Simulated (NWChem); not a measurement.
# A calculation on C₂H₅O

SMILES: CC[O]
```xyz
8

C     -0.2454    -1.1785    -0.0430
C     -0.3741     0.3433    -0.0250
O      0.7857     1.0384     0.0970
H     -1.2248    -1.6574    -0.2046
H      0.4385    -1.4977    -0.8449
H      0.1602    -1.5410     0.9149
H     -1.1068     0.6896     0.7439
H     -0.8364     0.7111    -0.9775
```
Charge 0, spin multiplicity 2.

All runs are NWChem calculations. All single points use one geometry, from UB3LYP/def2-SVP, a minimum by its harmonic frequencies.

The structure started from a generated list of species. No SCF solution was tested for a lower state. Open-shell Hartree-Fock references start from PBE0 orbitals.

Worked example. At MP2/def2-TZVP the molecule has a total energy of -154.04808 Ha and the free atoms (multiplicities C 3, O 3, H 2) C -37.75859, H -0.49981, O -74.95729 Ha. The electronic atomisation energy is the atoms' sum less the molecule's energy.

2·(-37.75859) + 1·(-74.95729) + 5·(-0.49981) = -152.97352 Ha for the atoms; less the molecule's energy this leaves 1.07456 Ha, or 674.3 kcal/mol (2821 kJ/mol), without zero-point, thermal or spin-orbit terms. For one electron MP2 and coupled cluster equal Hartree-Fock, which gives the hydrogen atom's value.
